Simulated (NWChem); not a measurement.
**CH6N+ (methanamine, conjugate acid) at 6 levels**

Wanted: a comparison of 6 runs (M06-L/def2-TZVP, B2PLYP/def2-TZVP, B3LYP/def2-TZVP, BHLYP/def2-TZVP, CAM-B3LYP/def2-TZVP, M06-2X/def2-TZVP) of CH6N+ (methanamine, conjugate acid). 

The calculation is run with NWChem 7.3.0.

1 further run of the same task is left out (set aside as unsound or not needed).

**1. Starting point**

CH6N+: 8 atoms, total charge +1, spin state singlet. As SMILES, `C[NH3+]`. Geometry: relaxed at PBE0-D4/def2-TZVP.

Bond lengths: C1–N2 1.497 Å, C1–H3 1.087 Å, C1–H4 1.088 Å, C1–H5 1.087 Å, N2–H6 1.023 Å, N2–H7 1.023 Å, N2–H8 1.023 Å. Some angles: C1–N2–H6 111.4°, C1–N2–H7 111.4°, C1–N2–H8 111.4°, N2–C1–H3 108.5°, N2–C1–H4 108.5°, N2–C1–H5 108.5°, H6–N2–H7 107.4°, H6–N2–H8 107.4°, H7–N2–H8 107.4°, H3–C1–H4 110.4°.

**2. Energy and gradient at M06-L/def2-TZVP (run 1)**

ch6n.nw reads:

```
START ch6n
TITLE "CH6N"
memory total 2200 mb
charge 1

GEOMETRY noautosym nocenter noautoz
  C    -0.225100    0.293000   -0.663400
  N     0.218700   -0.284600    0.644500
  H    -0.041000   -0.440800   -1.444600
  H    -1.286800    0.519400   -0.597800
  H     0.345600    1.199300   -0.851500
  H     0.065500    0.371300    1.413900
  H     1.214900   -0.515300    0.632300
  H    -0.291800   -1.142300    0.866700
END

BASIS "ao basis" spherical bse
  * library def2-TZVP
END

DFT
  xc m06-l
  mult 1
  grid fine
  convergence energy 1e-08
  iterations 100
  mulliken
  print low
END

TASK dft gradient
```

Started as:

```
nwchem ch6n.nw > ch6n.out
```

The log of the run:

```text
[...]
 d= 0,ls=0.0,diis     1    -96.1221924833 -1.44D+02  8.53D-03  1.17D+00     1.9
[...]
 d= 0,ls=0.0,diis    11    -96.2334838953 -2.87D-10  1.40D-07  8.10D-10    17.7
         Total DFT energy =      -96.233483895279
      One electron energy =     -218.370860344531
           Coulomb energy =       88.500507450023
    Exchange-Corr. energy =      -14.330652767035
 Nuclear repulsion energy =       47.967521766264
[...]
                         DFT ENERGY GRADIENTS
    atom               coordinates                        gradient
                 x          y          z           x          y          z
   1 C      -0.425377   0.553690  -1.253644    0.001004  -0.001138   0.002668
   2 N       0.413283  -0.537816   1.217928   -0.000842   0.001018  -0.002296
   3 H      -0.077479  -0.832991  -2.729898    0.000472  -0.001614  -0.001230
   4 H      -2.431699   0.981524  -1.129678   -0.002061   0.000302   0.000466
   5 H       0.653089   2.266348  -1.609102    0.001227   0.001626  -0.000035
   6 H       0.123777   0.701655   2.671884   -0.000483   0.001566   0.001046
   7 H       2.295828  -0.973776   1.194874    0.001901  -0.000243  -0.000547
   8 H      -0.551422  -2.158634   1.637826   -0.001218  -0.001516  -0.000072
 Task  times  cpu:       23.7s     wall:       23.7s
 Total times  cpu:       23.7s     wall:       23.7s
```

Run time: 25 s. Hardware: 1 thread of AMD EPYC 9R14 (Zen 4), shared host; peak memory 0.13 GiB.

**3. The energy at B2PLYP/def2-TZVP (run 2)**

run.nw reads:

```
start run
title "CH6N"
memory stack 880 mb heap 220 mb global 1100 mb
charge 1

geometry units atomic noautosym nocenter noautoz
  C   -0.42537735   0.55368975  -1.25364431
  N    0.41328310  -0.53781606   1.21792849
  H   -0.07747877  -0.83299128  -2.72989836
  H   -2.43169958   0.98152375  -1.12967828
  H    0.65308935   2.26634854  -1.60910180
  H    0.12377706   0.70165531   2.67188377
  H    2.29582827  -0.97377587   1.19487383
  H   -0.55142208  -2.15863415   1.63782563
end

basis spherical bse
  * library def2-TZVP
end

dft
  xc hfexch 0.53 becke88 0.47 lyp 0.73 mp2 0.27
  dftmp2 semidirect
  grid fine
  convergence energy 1e-08
  maxiter 100
  mulliken
end

mp2
  freeze core 2
end

task dft energy
```

Started as:

```
nwchem run.nw > run.out
```

The log of the run:

```text
[...]
          Wavefunction type:  closed shell.
          No. of atoms     :     8
          No. of electrons :    18
[...]
          Charge           :     1
          Spin multiplicity:     1
[...]
          AO basis - number of functions:    98
[...]
              XC Information
              --------------
                     Hartree-Fock (Exact) Exchange  0.530
                    Becke 1988 Exchange Functional  0.470
              Lee-Yang-Parr Correlation Functional  0.730
[...]
 d= 0,ls=0.0,diis     1    -95.9234153861 -1.44D+02  6.54D-03  1.17D+00     1.6
[...]
 d= 0,ls=0.0,diis     8    -96.0353271327 -3.88D-10  1.10D-07  2.42D-10    10.7
         Total DFT energy =      -96.035327132721
      One electron energy =     -218.293666010328
           Coulomb energy =       88.407458359287
    Exchange-Corr. energy =      -14.116637783369
 Nuclear repulsion energy =       47.967518301689
[...]
      Total Density - Mulliken Population Analysis
     ---------------------------------------------
    Atom       Charge   Shell Charges
 -----------   ------   -------------------------------------------------------
    1 C    6     6.28   0.85  1.12  0.51  0.67  0.16  1.29  1.28  0.34  0.02  0.04  0.01
    2 N    7     7.31   0.82  1.16  0.53  0.82  0.11  1.57  1.70  0.54  0.01  0.04  0.00
    3 H    1     0.80   0.27  0.46  0.05  0.02
    4 H    1     0.80   0.27  0.46  0.05  0.02
    5 H    1     0.80   0.27  0.46  0.05  0.02
    6 H    1     0.67   0.26  0.36  0.02  0.03
    7 H    1     0.67   0.26  0.36  0.02  0.03
    8 H    1     0.67   0.26  0.36  0.02  0.03
[...]
  Basis functions       =     98
[...]
```

Run time: 13 s. Hardware: 1 thread of AMD EPYC 9R14 (Zen 4), shared host; peak memory 0.23 GiB.

Runs 3 to 5 aren't shown in full; the table further down has their settings and results.

**4. Energy and gradient at M06-2X/def2-TZVP (run 6)**

ch6n.nw reads:

```
start ch6n
memory stack 880 mb heap 220 mb global 1100 mb
charge 1
geometry units bohr noautosym nocenter noautoz
  C  -0.42537735  0.55368975 -1.25364431
  N   0.41328310 -0.53781606  1.21792849
  H  -0.07747877 -0.83299128 -2.72989836
  H  -2.43169958  0.98152375 -1.12967828
  H   0.65308935  2.26634854 -1.60910180
  H   0.12377706  0.70165531  2.67188377
  H   2.29582827 -0.97377587  1.19487383
  H  -0.55142208 -2.15863415  1.63782563
end
basis spherical bse
  * library def2-TZVP
end
dft
  xc m06-2x
  mult 1
  grid fine
  convergence energy 1e-08
  maxiter 100
  mulliken
  print medium
end
task dft gradient
```

Started as:

```
nwchem ch6n.nw > ch6n.out
```

The log of the run:

```text
[...]
          Wavefunction type:  closed shell.
          No. of atoms     :     8
          No. of electrons :    18
[...]
          Charge           :     1
          Spin multiplicity:     1
[...]
          AO basis - number of functions:    98
[...]
              XC Information
              --------------
                       M06-2X Method XC Functional
                     Hartree-Fock (Exact) Exchange  0.540
                        M06-2X Exchange Functional  1.000
                      M06-2X Correlation Potential  1.000
[...]
 d= 0,ls=0.0,diis     1    -96.0872535855 -1.44D+02  6.56D-03  1.13D+00     1.9
[...]
 d= 0,ls=0.0,diis     8    -96.1955394572 -6.43D-10  9.75D-08  9.94D-11    12.8
         Total DFT energy =      -96.195539457163
      One electron energy =     -218.304948122586
           Coulomb energy =       88.411231239784
    Exchange-Corr. energy =      -14.269340876051
 Nuclear repulsion energy =       47.967518301689
[...]
  wavefunction    = closed shell
                         DFT ENERGY GRADIENTS
    atom               coordinates                        gradient
                 x          y          z           x          y          z
   1 C      -0.425377   0.553690  -1.253644    0.001671  -0.002038   0.004683
   2 N       0.413283  -0.537816   1.217928   -0.000777   0.000938  -0.002128
   3 H      -0.077479  -0.832991  -2.729898    0.000056  -0.000546  -0.001044
   4 H      -2.431700   0.981524  -1.129678   -0.001141   0.000350  -0.000255
   5 H       0.653089   2.266349  -1.609102    0.000406   0.000955  -0.000485
   6 H       0.123777   0.701655   2.671884    0.000137  -0.000546  -0.000619
   7 H       2.295828  -0.973776   1.194874   -0.000781   0.000179   0.000022
   8 H      -0.551422  -2.158634   1.637826    0.000429   0.000709  -0.000173
[...]
```

Wall time 20 s (1 thread of AMD EPYC 9R14 (Zen 4), shared host); peak memory 0.13 GiB.

**5. Overview of the runs**

```tsv
run	level	task	frozen core orbitals	energy (Eh)	largest force (eV/Å)	wall time
1	M06-L/def2-TZVP	gradient	–	-96.233484	0.158	25 s
2	B2PLYP/def2-TZVP	energy	2	-96.158459	–	13 s
3	B3LYP/def2-TZVP	gradient	–	-96.256687	0.376	16 s
4	BHLYP/def2-TZVP	gradient	–	-96.190815	0.348	16 s
5	CAM-B3LYP/def2-TZVP	gradient	–	-96.198133	0.185	77 s
6	M06-2X/def2-TZVP	gradient	–	-96.195539	0.276	20 s
```

**6. Summary of results**

| quantity | value |
| --- | --- |
| run 6: total energy | -96.19554 Eh |
| run 6: HOMO energy | -18.80 eV |
| run 6: LUMO energy | -4.74 eV |
| run 6: HOMO–LUMO gap | 14.06 eV |
| run 6: largest force on an atom | 0.276 eV/Å |

What this shows: Over runs 2, 3, 4, 5, 6 the HOMO–LUMO gap runs from 11.38 eV (B3LYP/def2-TZVP) to 14.42 eV (B2PLYP/def2-TZVP). A double hybrid's value is that of its SCF part. Totals of different functionals can't be ranked against each other. All runs together took 2.8 min, the longest 77 s.
